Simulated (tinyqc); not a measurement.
Worked calculation (part 1 of 2): MP2 on RHF in the sto-3g basis, for H2F+, spin multiplicity 1. Computed by tinyqc, a small Python program that keeps every step (integrals from PySCF). Settings: charge = 1, multiplicity = 1, basis = sto-3g, method = RHF, energy threshold = 1e-10, iteration cap = 82, orthogonalisation = symmetric, start = core, DIIS depth = 6. Command: `OMP_NUM_THREADS=1 python tinyqc.py 22027 22028 out.jsonl` (the two numbers bound the seeds that draw the settings). One thread of a shared host (Intel(R) Xeon(R) Processor @ 2.60GHz), about 0.2 s of CPU time with the checks. The early iterations of the SCF are left out here.

## One-electron integrals

Geometry (angstrom):
```
atom         x          y         z
F     0.000000   0.000000  0.000000
H     0.000000   0.789000  0.604000
H     0.000000  -0.856000  0.656000
```

Basis sto-3g: exponents (1/bohr^2) and contraction coefficients of normalised primitives:
```
element  l (shell)    exponent  coefficient
F            s (1)  166.679130     0.154329
F            s (1)   30.360812     0.535328
F            s (1)    8.216821     0.444635
F            s (2)    6.464803    -0.099967
F            s (2)    1.502281     0.399513
F            s (2)    0.488588     0.700115
F            p (3)    6.464803     0.155916
F            p (3)    1.502281     0.607684
F            p (3)    0.488588     0.391957
H            s (1)    3.425251     0.154329
H            s (1)    0.623914     0.535328
H            s (1)    0.168855     0.444635
```

Overlap, kinetic and nuclear-attraction integrals over the contracted functions; the nuclear repulsion is the sum of Za Zb / Rab.

nuclear repulsion = 9.53068105 hartree

overlap S, order 1F 1s, 1F 2s, 1F 2px, 1F 2py, 1F 2pz, 2H 1s, 3H 1s:
```
[[1.000000, 0.237990, 0.000000, 0.000000, 0.000000, 0.041199, 0.033608],
 [0.237990, 1.000000, 0.000000, 0.000000, 0.000000, 0.399108, 0.348210],
 [0.000000, 0.000000, 1.000000, 0.000000, 0.000000, 0.000000, 0.000000],
 [0.000000, 0.000000, 0.000000, 1.000000, 0.000000, 0.255660, -0.230712],
 [0.000000, 0.000000, 0.000000, 0.000000, 1.000000, 0.195714, 0.176807],
 [0.041199, 0.399108, 0.000000, 0.255660, 0.195714, 1.000000, 0.207506],
 [0.033608, 0.348210, 0.000000, -0.230712, 0.176807, 0.207506, 1.000000]]
```

kinetic energy T (hartree), order 1F 1s, 1F 2s, 1F 2px, 1F 2py, 1F 2pz, 2H 1s, 3H 1s:
```
[[36.984577, -0.212858, 0.000000, 0.000000, 0.000000, -0.004419, -0.007068],
 [-0.212858, 1.037995, 0.000000, 0.000000, 0.000000, 0.091257, 0.058185],
 [0.000000, 0.000000, 3.248015, 0.000000, 0.000000, 0.000000, 0.000000],
 [0.000000, 0.000000, 0.000000, 3.248015, 0.000000, 0.172780, -0.129986],
 [0.000000, 0.000000, 0.000000, 0.000000, 3.248015, 0.132268, 0.099616],
 [-0.004419, 0.091257, 0.000000, 0.172780, 0.132268, 0.760032, -0.000117],
 [-0.007068, 0.058185, 0.000000, -0.129986, 0.099616, -0.000117, 0.760032]]
```

nuclear attraction V (hartree), order 1F 1s, 1F 2s, 1F 2px, 1F 2py, 1F 2pz, 2H 1s, 3H 1s:
```
[[-78.032819, -9.420329, 0.000000, -0.001542, -0.014417, -1.676341, -1.364437],
 [-9.420329, -12.561066, 0.000000, -0.017474, -0.176421, -3.827827, -3.260834],
 [0.000000, 0.000000, -12.410049, 0.000000, 0.000000, 0.000000, 0.000000],
 [-0.001542, -0.017474, 0.000000, -12.519529, -0.008883, -2.132071, 1.857953],
 [-0.014417, -0.176421, 0.000000, -0.008883, -12.474270, -1.683492, -1.473309],
 [-1.676341, -3.827827, 0.000000, -2.132071, -1.683492, -6.189475, -1.395461],
 [-1.364437, -3.260834, 0.000000, 1.857953, -1.473309, -1.395461, -5.863904]]
```

core Hamiltonian H = T + V (hartree), order 1F 1s, 1F 2s, 1F 2px, 1F 2py, 1F 2pz, 2H 1s, 3H 1s:
```
[[-41.048242, -9.633187, 0.000000, -0.001542, -0.014417, -1.680760, -1.371505],
 [-9.633187, -11.523070, 0.000000, -0.017474, -0.176421, -3.736571, -3.202649],
 [0.000000, 0.000000, -9.162034, 0.000000, 0.000000, 0.000000, 0.000000],
 [-0.001542, -0.017474, 0.000000, -9.271515, -0.008883, -1.959291, 1.727967],
 [-0.014417, -0.176421, 0.000000, -0.008883, -9.226255, -1.551224, -1.373694],
 [-1.680760, -3.736571, 0.000000, -1.959291, -1.551224, -5.429443, -1.395578],
 [-1.371505, -3.202649, 0.000000, 1.727967, -1.373694, -1.395578, -5.103872]]
```

## Two-electron integrals

Functions are numbered as in S; the eight-fold symmetry (ij|kl) = (ji|kl) = (kl|ij) leaves the list below.

Two-electron integrals (ij|kl) in chemists' order, unique and non-zero (hartree):
```
(11|11) 5.403501    (21|11) 0.841920    (21|21) 0.156299    (22|11) 1.268028
(22|21) 0.292344    (22|22) 0.926167    (31|31) 0.027998    (32|31) 0.043169
(32|32) 0.204588    (33|11) 1.264502    (33|21) 0.292403    (33|22) 0.925959
(33|33) 0.997514    (41|41) 0.027998    (42|41) 0.043169    (42|42) 0.204588
(43|43) 0.053770    (44|11) 1.264502    (44|21) 0.292403    (44|22) 0.925959
(44|33) 0.889973    (44|44) 0.997514    (51|51) 0.027998    (52|51) 0.043169
(52|52) 0.204588    (53|53) 0.053770    (54|54) 0.053770    (55|11) 1.264502
(55|21) 0.292403    (55|22) 0.925959    (55|33) 0.889973    (55|44) 0.889973
(55|55) 0.997514    (61|11) 0.147957    (61|21) 0.027230    (61|22) 0.050591
(61|33) 0.050514    (61|41) 0.000888    (61|42) 0.001663    (61|44) 0.050665
(61|51) 0.000680    (61|52) 0.001273    (61|54) 0.000115    (61|55) 0.050602
(61|61) 0.004793    (62|11) 0.368059    (62|21) 0.085967    (62|22) 0.303085
(62|33) 0.298696    (62|41) 0.004648    (62|42) 0.036005    (62|44) 0.306812
(62|51) 0.003559    (62|52) 0.027563    (62|54) 0.006214    (62|55) 0.303452
(62|61) 0.015189    (62|62) 0.121242    (63|31) 0.009079    (63|32) 0.053494
(63|43) 0.007614    (63|53) 0.005829    (63|63) 0.018130    (64|11) 0.196612
(64|21) 0.046520    (64|22) 0.175583    (64|33) 0.168030    (64|41) 0.011281
(64|42) 0.073322    (64|44) 0.187816    (64|51) 0.001686    (64|52) 0.015179
(64|54) 0.009318    (64|55) 0.170701    (64|61) 0.008571    (64|62) 0.086104
(64|64) 0.078818    (65|11) 0.150512    (65|21) 0.035612    (65|22) 0.134413
(65|33) 0.128632    (65|41) 0.001686    (65|42) 0.015179    (65|44) 0.132121
(65|51) 0.010370    (65|52) 0.065114    (65|54) 0.010285    (65|55) 0.142334
(65|61) 0.006561    (65|62) 0.065915    (65|64) 0.046458    (65|65) 0.053695
(66|11) 0.515289    (66|21) 0.122336    (66|22) 0.496960    (66|33) 0.479775
(66|41) 0.008467    (66|42) 0.091910    (66|44) 0.511916    (66|51) 0.006482
(66|52) 0.070359    (66|54) 0.024605    (66|55) 0.498611    (66|61) 0.021762
(66|62) 0.252588    (66|64) 0.208388    (66|65) 0.159527    (66|66) 0.774606
(71|11) 0.120490    (71|21) 0.022187    (71|22) 0.041261    (71|33) 0.041197
(71|41) -0.000721   (71|42) -0.001355   (71|44) 0.041322    (71|51) 0.000553
(71|52) 0.001039    (71|54) -0.000096   (71|55) 0.041270    (71|61) 0.003857
(71|62) 0.012069    (71|64) 0.006244    (71|65) 0.005218    (71|66) 0.017148
(71|71) 0.003182    (72|11) 0.313471    (72|21) 0.073277    (72|22) 0.259982
(72|33) 0.256128    (72|41) -0.003969   (72|42) -0.031314   (72|44) 0.263250
(72|51) 0.003042    (72|52) 0.023998    (72|54) -0.005458   (72|55) 0.260311
(72|61) 0.012613    (72|62) 0.086674    (72|64) 0.041991    (72|65) 0.045988
(72|66) 0.150178    (72|71) 0.010561    (72|72) 0.090781    (73|31) 0.007570
(73|32) 0.045237    (73|43) -0.006548   (73|53) 0.005018    (73|63) 0.012434
(73|73) 0.013285    (74|11) -0.172116   (74|21) -0.040741   (74|22) -0.154716
(74|33) -0.148157   (74|41) 0.009496    (74|42) 0.062850    (74|44) -0.165288
(74|51) -0.001476   (74|52) -0.013498   (74|54) 0.008111    (74|55) -0.150527
(74|61) -0.006718   (74|62) -0.043633   (74|64) -0.009034   (74|65) -0.022649
(74|66) -0.067680   (74|71) -0.006111   (74|72) -0.066290   (74|74) 0.061334
(75|11) 0.131902    (75|21) 0.031222    (75|22) 0.118568    (75|33) 0.113541
(75|41) -0.001476   (75|42) -0.013498   (75|44) 0.116633    (75|51) 0.008701
(75|52) 0.055581    (75|54) -0.008918   (75|55) 0.125393    (75|61) 0.005598
(75|62) 0.046899    (75|64) 0.022279    (75|65) 0.037023    (75|66) 0.090067
(75|71) 0.004683    (75|72) 0.050802    (75|74) -0.036823   (75|75) 0.041504
(76|11) 0.126259    (76|21) 0.029822    (76|22) 0.116075    (76|33) 0.113729
(76|41) -0.000040   (76|42) -0.000494   (76|44) 0.115744    (76|51) 0.001909
(76|52) 0.018421    (76|54) -0.000121   (76|55) 0.118628    (76|61) 0.005222
(76|62) 0.047198    (76|64) 0.028960    (76|65) 0.029354    (76|66) 0.106815
(76|71) 0.004262    (76|72) 0.041462    (76|74) -0.026657   (76|75) 0.026437
(76|76) 0.023691    (77|11) 0.479281    (77|21) 0.113867    (77|22) 0.466523
(77|33) 0.450930    (77|41) -0.007523   (77|42) -0.084164   (77|44) 0.480081
(77|51) 0.005765    (77|52) 0.064500    (77|54) -0.022340   (77|55) 0.468050
(77|61) 0.019574    (77|62) 0.164586    (77|64) 0.071713    (77|65) 0.096470
(77|66) 0.317656    (77|71) 0.016505    (77|72) 0.211698    (77|74) -0.179778
(77|75) 0.137774    (77|76) 0.106815    (77|77) 0.774606
```

## Orthogonalisation

S = U s U^T; symmetric (Loewdin) form X = U s^(-1/2) U^T, so that X^T S X = 1.

eigenvalues of S: [0.459119, 0.547264, 0.895694, 1.000000, 1.095135, 1.254219, 1.748569]

X, order 1F 1s, 1F 2s, 1F 2px, 1F 2py, 1F 2pz, 2H 1s, 3H 1s:
```
[[1.023694, -0.135993, 0.000000, -0.001040, -0.006097, 0.018615, 0.016105],
 [-0.135993, 1.143642, 0.000000, 0.012669, 0.059063, -0.227335, -0.182791],
 [0.000000, 0.000000, 1.000000, 0.000000, 0.000000, 0.000000, 0.000000],
 [-0.001040, 0.012669, 0.000000, 1.060781, 0.005393, -0.170403, 0.150220],
 [-0.006097, 0.059063, 0.000000, 0.005393, 1.028728, -0.109060, -0.091421],
 [0.018615, -0.227335, 0.000000, -0.170403, -0.109060, 1.132265, -0.082203],
 [0.016105, -0.182791, 0.000000, 0.150220, -0.091421, -0.082203, 1.099849]]
```

## Starting guess

The start is the orbitals of the core Hamiltonian; D = 2 C_occ C_occ^T.

D at the start, order 1F 1s, 1F 2s, 1F 2px, 1F 2py, 1F 2pz, 2H 1s, 3H 1s:
```
[[2.130086, -0.565341, 0.000000, -0.005984, -0.031745, 0.066380, 0.054436],
 [-0.565341, 2.453364, 0.000000, 0.039155, 0.184323, -0.285522, -0.231457],
 [0.000000, 0.000000, 2.000000, 0.000000, 0.000000, 0.000000, 0.000000],
 [-0.005984, 0.039155, 0.000000, 2.213027, 0.018249, -0.291038, 0.254830],
 [-0.031745, 0.184323, 0.000000, 0.018249, 2.098698, -0.179957, -0.152580],
 [0.066380, -0.285522, 0.000000, -0.291038, -0.179957, 0.082079, 0.003747],
 [0.054436, -0.231457, 0.000000, 0.254830, -0.152580, 0.003747, 0.061047]]
```

## Iteration 9 (converged): orbitals

converged F (hartree), order 1F 1s, 1F 2s, 1F 2px, 1F 2py, 1F 2pz, 2H 1s, 3H 1s:
```
[[-26.608510, -6.785230, 0.000000, -0.001868, -0.023259, -1.193271, -0.974878],
 [-6.785230, -3.621987, 0.000000, -0.015452, -0.115257, -1.217765, -1.049277],
 [0.000000, 0.000000, -1.032299, 0.000000, 0.000000, 0.000000, 0.000000],
 [-0.001868, -0.015452, 0.000000, -0.959386, -0.010493, -0.520378, 0.474363],
 [-0.023259, -0.115257, 0.000000, -0.010493, -0.990479, -0.451894, -0.415042],
 [-1.193271, -1.217765, 0.000000, -0.520378, -0.451894, -0.868930, -0.376292],
 [-0.974878, -1.049277, 0.000000, 0.474363, -0.415042, -0.376292, -0.769470]]
```

Diagonalise F' = X^T F X, C = X C', fill 5 alpha and 5 beta electrons from the bottom; D = 2 C_occ C_occ^T. Each column has its largest component positive (the first on a tie).

F' = X^T F X (hartree):
```
[[-26.129495, -3.438049, 0.000000, -0.003711, -0.043455, -0.157949, -0.107670],
 [-3.438049, -2.268380, 0.000000, 0.011144, 0.038072, -0.499697, -0.417946],
 [0.000000, 0.000000, -1.032299, 0.000000, 0.000000, 0.000000, 0.000000],
 [-0.003711, 0.011144, 0.000000, -0.763282, 0.003758, -0.428281, 0.392520],
 [-0.043455, 0.038072, 0.000000, 0.003758, -0.891126, -0.309817, -0.276768],
 [-0.157949, -0.499697, 0.000000, -0.428281, -0.309817, -0.376322, -0.085039],
 [-0.107670, -0.417946, 0.000000, 0.392520, -0.276768, -0.085039, -0.388992]]
```

orbital energies (hartree): [-26.618061, -2.039310, -1.156199, -1.067296, -1.032299, -0.044619, 0.107887]

coefficients C, order 1F 1s, 1F 2s, 1F 2px, 1F 2py, 1F 2pz, 2H 1s, 3H 1s:
```
[[0.994744, -0.250065, 0.014538, 0.067443, 0.000000, 0.095560, 0.033898],
 [0.022524, 0.947759, -0.075928, -0.336670, 0.000000, -0.588131, -0.226693],
 [0.000000, 0.000000, 0.000000, 0.000000, 1.000000, 0.000000, 0.000000],
 [0.000366, 0.013815, 0.746697, -0.088764, 0.000000, 0.200554, -0.755780],
 [0.002398, 0.107302, 0.089990, 0.853959, 0.000000, -0.549286, -0.177510],
 [-0.004321, 0.091826, 0.363238, 0.185041, 0.000000, 0.488835, 0.983945],
 [-0.003530, 0.075831, -0.315541, 0.259782, 0.000000, 0.899845, -0.546339]]
```

D after iteration 9, order 1F 1s, 1F 2s, 1F 2px, 1F 2py, 1F 2pz, 2H 1s, 3H 1s:
```
[[2.113615, -0.476810, 0.000000, 0.003556, 0.068908, -0.019001, -0.019082],
 [-0.476810, 2.035733, 0.000000, -0.027419, -0.385170, -0.005893, 0.016575],
 [0.000000, 0.000000, 2.000000, 0.000000, 0.000000, 0.000000, 0.000000],
 [0.003556, -0.027419, 0.000000, 1.131253, -0.014244, 0.512141, -0.515253],
 [0.068908, -0.385170, 0.000000, -0.014244, 1.497728, 0.401096, 0.403151],
 [-0.019001, -0.005893, 0.000000, 0.512141, 0.401096, 0.349265, -0.119135],
 [-0.019082, 0.016575, 0.000000, -0.515253, 0.403151, -0.119135, 0.345631]]
```

## Convergence

Stop when the energy changes by less than 1e-10 hartree and every element of the error matrix X^T (F D S - S D F) X is below 3e-06.

Course of the cycle:
```
iteration   E (hartree)     change  largest element of the error matrix
1          -97.78812619          -                             5.73e-01
2          -98.84942604  -1.06e+00                             4.23e-02
3          -98.85260073  -3.17e-03                             1.44e-02
4          -98.85284826  -2.48e-04                             3.19e-03
5          -98.85286205  -1.38e-05                             9.06e-04
6          -98.85286290  -8.48e-07                             1.92e-04
7          -98.85286294  -4.40e-08                             1.25e-05
8          -98.85286294  -2.15e-10                             2.54e-07
9          -98.85286294  -1.28e-13                             3.10e-08
```

PySCF RHF in the same basis = -98.85286294 hartree

Converged in 9 iterations.

## Populations, bond orders and dipole

Mulliken: Z minus the diagonal of D S on the atom; Loewdin: the same with S^(1/2) D S^(1/2); Mayer order: 2 sum_s sum (D(s) S)_ij (D(s) S)_ji over the two atoms.

Charges (e):
```
atom  Mulliken   Loewdin
1F    0.047038  0.181630
2H    0.469157  0.393737
3H    0.483805  0.424633
```

Mayer bond orders:
```
pair     order
2-1   0.770772
3-1   0.756813
3-2   0.009120
```

dipole moment about the origin, x y z (debye): [0.000000, -0.224386, 3.306768]

## Integrals over molecular orbitals

(pq|rs) = sum C_ip C_jq C_kr C_ls (ij|kl), one index at a time.

one-electron integrals over orbitals h = C^T H C (hartree):
```
[[-41.030358, 0.690173, -0.038849, -0.175750, 0.000000, -0.253782, -0.089935],
 [0.690173, -9.625194, 0.061609, 0.359413, 0.000000, 1.262845, 0.455590],
 [-0.038849, 0.061609, -8.052470, -0.096694, 0.000000, -0.493950, 2.076932],
 [-0.175750, 0.359413, -0.096694, -8.600324, 0.000000, 1.492059, 0.156840],
 [0.000000, 0.000000, 0.000000, 0.000000, -9.162034, 0.000000, 0.000000],
 [-0.253782, 1.262845, -0.493950, 1.492059, 0.000000, -5.622814, 0.019215],
 [-0.089935, 0.455590, 2.076932, 0.156840, 0.000000, 0.019215, -5.950988]]
```

Two-electron integrals over orbitals (pq|rs), unique and non-zero (hartree):
```
(11|11) 5.362624    (21|11) -0.503500   (21|21) 0.075101    (22|11) 1.203759
(22|21) -0.019274   (22|22) 0.860264    (31|11) 0.029271    (31|21) -0.003698
(31|22) 0.003215    (31|31) 0.017924    (32|11) -0.018439   (32|21) 0.001836
(32|22) 0.004471    (32|31) 0.025997    (32|32) 0.157260    (33|11) 0.993623
(33|21) -0.008434   (33|22) 0.759674    (33|31) -0.001280   (33|32) -0.006410
(33|33) 0.738035    (41|11) 0.134762    (41|21) -0.017207   (41|22) 0.013982
(41|31) 0.001494    (41|32) 0.000012    (41|33) 0.005003    (41|41) 0.027685
(42|11) -0.097783   (42|21) 0.008128    (42|22) 0.000365    (42|31) -0.000030
(42|32) 0.001132    (42|33) -0.008648   (42|41) 0.028855    (42|42) 0.157280
(43|11) 0.020703    (43|21) -0.000913   (43|22) 0.007808    (43|31) -0.004015
(43|32) 0.004297    (43|33) 0.010177    (43|41) -0.001957   (43|42) -0.011755
(43|43) 0.049933    (44|11) 1.138592    (44|21) -0.014123   (44|22) 0.804626
(44|31) 0.000244    (44|32) -0.013207   (44|33) 0.708457    (44|41) -0.010366
(44|42) -0.087758   (44|43) 0.011130    (44|44) 0.869776    (51|51) 0.029594
(52|51) 0.039086    (52|52) 0.181402    (53|51) -0.002136   (53|52) -0.007662
(53|53) 0.038925    (54|51) -0.009793   (54|52) -0.035547   (54|53) 0.002728
(54|54) 0.053739    (55|11) 1.264013    (55|21) -0.014173   (55|22) 0.880273
(55|31) 0.000841    (55|32) -0.009746   (55|33) 0.749385    (55|41) 0.003852
(55|42) -0.053808   (55|43) 0.011859    (55|44) 0.824270    (55|55) 0.997514
(61|11) 0.192657    (61|21) -0.030441   (61|22) 0.003358    (61|31) 0.004618
(61|32) 0.003987    (61|33) 0.001691    (61|41) -0.006019   (61|42) -0.019590
(61|43) 0.000695    (61|44) 0.013050    (61|55) 0.005343    (61|61) 0.020144
(62|11) -0.266973   (62|21) 0.006585    (62|22) -0.136769   (62|31) 0.002595
(62|32) 0.016242    (62|33) -0.089027   (62|41) -0.017845   (62|42) -0.044419
(62|43) -0.005215   (62|44) -0.088091   (62|55) -0.139746   (62|61) 0.006713
(62|62) 0.074576    (63|11) 0.094877    (63|21) -0.002052   (63|22) 0.048857
(63|31) -0.004265   (63|32) 0.015578    (63|33) 0.044195    (63|41) 0.000289
(63|42) -0.014204   (63|43) 0.016753    (63|44) 0.037698    (63|55) 0.053367
(63|61) 0.000162    (63|62) -0.019852   (63|63) 0.064350    (64|11) -0.286471
(64|21) 0.003919    (64|22) -0.150535   (64|31) -0.002107   (64|32) -0.013129
(64|33) -0.093972   (64|41) -0.004091   (64|42) 0.021448    (64|43) -0.008357
(64|44) -0.156594   (64|55) -0.158205   (64|61) -0.000261   (64|62) 0.056584
(64|63) -0.036989   (64|64) 0.089099    (65|51) -0.012470   (65|52) -0.048184
(65|53) 0.007340    (65|54) -0.009215   (65|65) 0.025133    (66|11) 0.704114
(66|21) -0.005619   (66|22) 0.573335    (66|31) -0.002971   (66|32) -0.040170
(66|33) 0.551599    (66|41) 0.015379    (66|42) 0.066766    (66|43) -0.028498
(66|44) 0.546482    (66|55) 0.550219    (66|61) -0.006102   (66|62) -0.053135
(66|63) -0.034410   (66|64) -0.013867   (66|66) 0.590755    (71|11) 0.068644
(71|21) -0.011136   (71|22) 0.000322    (71|31) -0.015899   (71|32) -0.023399
(71|33) 0.002701    (71|41) 0.000453    (71|42) -0.003353   (71|43) 0.004106
(71|44) 0.003271    (71|55) 0.001849    (71|61) 0.002452    (71|62) -0.002550
(71|63) 0.004016    (71|64) 0.001436    (71|66) 0.002942    (71|71) 0.017013
(72|11) -0.098068   (72|21) 0.002225    (72|22) -0.050199   (72|31) -0.017155
(72|32) -0.061194   (72|33) -0.022524   (72|41) -0.003368   (72|42) -0.002650
(72|43) 0.023221    (72|44) -0.038998   (72|55) -0.050190   (72|61) -0.002588
(72|62) 0.009491    (72|63) 0.020341    (72|64) 0.019674    (72|66) -0.022547
(72|71) 0.015029    (72|72) 0.058938    (73|11) -0.407957   (73|21) 0.008075
(73|22) -0.196292   (73|31) -0.000178   (73|32) 0.022462    (73|33) -0.157488
(73|41) 0.001227    (73|42) 0.058302    (73|43) -0.001507   (73|44) -0.188300
(73|55) -0.221368   (73|61) -0.004901   (73|62) 0.061427    (73|63) -0.015924
(73|64) 0.083891    (73|66) -0.034847   (73|71) -0.001655   (73|72) 0.029185
(73|73) 0.158596    (74|11) -0.031008   (74|21) 0.000248    (74|22) -0.014242
(74|31) 0.007454    (74|32) 0.055212    (74|33) -0.009403   (74|41) -0.002660
(74|42) -0.008518   (74|43) -0.007415   (74|44) -0.018247   (74|55) -0.016081
(74|61) 0.002794    (74|62) 0.013329    (74|63) 0.034497    (74|64) -0.005144
(74|66) -0.037157   (74|71) -0.006787   (74|72) -0.007081   (74|73) 0.023244
(74|74) 0.047915    (75|51) -0.004391   (75|52) -0.016976   (75|53) -0.023880
(75|54) 0.000830    (75|65) 0.002713    (75|75) 0.020312    (76|11) -0.003603
(76|21) 0.000292    (76|22) 0.005397    (76|31) 0.008082    (76|32) 0.076355
(76|33) -0.001007   (76|41) 0.002888    (76|42) 0.008311    (76|43) 0.040755
(76|44) -0.012385   (76|55) -0.001216   (76|61) -0.000110   (76|62) -0.006427
(76|63) 0.058669    (76|64) -0.025265   (76|66) -0.067739   (76|71) -0.007635
(76|72) 0.006353    (76|73) 0.029771    (76|74) 0.047023    (76|76) 0.113241
(77|11) 0.783812    (77|21) -0.007235   (77|22) 0.612225    (77|31) 0.006398
(77|32) 0.052448    (77|33) 0.612087    (77|41) 0.004117    (77|42) 0.010570
(77|43) 0.023306    (77|44) 0.578079    (77|55) 0.594622    (77|61) 0.002662
(77|62) -0.043733   (77|63) 0.052877    (77|64) -0.046243   (77|66) 0.497686
(77|71) -0.004636   (77|72) -0.012154   (77|73) -0.044001   (77|74) 0.029915
(77|76) 0.063858    (77|77) 0.615896
```
